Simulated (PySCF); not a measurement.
# Name the molecule from its bond curve

A diatomic of charge 0 contains N (the partner may be the same element). Its singlet curve at RHF-MP2 in a double-zeta basis (spin-free X2C with a Gaussian nucleus, PySCF), in eV from the separated fragments:

R (Å), E (eV) and a bar:
```
    0.945     -6.262 ##############################
    0.989     -7.902 ###############
    1.033     -8.890 ######
    1.066     -9.304 ##
    1.099     -9.504 
    1.132     -9.535 
    1.176     -9.380 #
    1.231     -8.975 #####
    1.297     -8.321 ###########
    1.385     -7.377 ####################
```

The fit gives ωe = 2235 cm⁻¹ and the rotational constant Bₑ = 1.912 cm⁻¹.

**Question.** Which atom is the partner?

**Answer.** The minimum lies at 1.122 Å, so the reduced mass is 16.8576 u Å² cm⁻¹/(Bₑ·Re²) = 7.004 u. With N at 14.00 u the partner weighs about 14.0 u: N. The molecule is N2.

Correlated steps freeze 2 core orbitals.
